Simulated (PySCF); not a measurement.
System (SMILES): FB(F)F.
Geometry (B3LYP-D3(BJ)/def2-TZVP, fixed):
```
B
F 1 1.3156
F 1 1.3156 2 120.00
F 1 1.3156 2 120.00 3 -180.00
```
Charge 0, spin multiplicity 1.

How fast the mean static polarisability converges with the basis for several methods (PySCF): deviation from each method's own reference, in %. References: HF 13.78 bohr³, the value in d-aug-cc-pVTZ; PBE 17.37 bohr³, the value in d-aug-cc-pVTZ; PBE0 16.11 bohr³, the value in d-aug-cc-pVTZ. All functions are spherical. Density fitting with generated auxiliary sets. No added dispersion term, no relativity. 

```tsv
basis	functions	HF	PBE	PBE0
pcseg-0	36	-48.3	-45.3	-45.7
6-31G**	56	-28.3	-31.7	-30.2
6-311+G**	88	-17.6	-15.5	-16.1
d-aug-cc-pVDZ	128	-0.2	0.0	0.0
def2-TZVPPD	157	-0.3	-0.3	-0.3
aug-pcseg-2	184	-0.7	-0.6	-0.7
cc-pVQZ	220	-6.4	-8.7	-7.7
d-aug-cc-pVTZ	248	0.0	0.0	0.0
```

Mean absolute deviation over 6-311+G**, def2-TZVPPD, aug-pcseg-2: PBE 5.5, PBE0 5.7, HF 6.2 %.
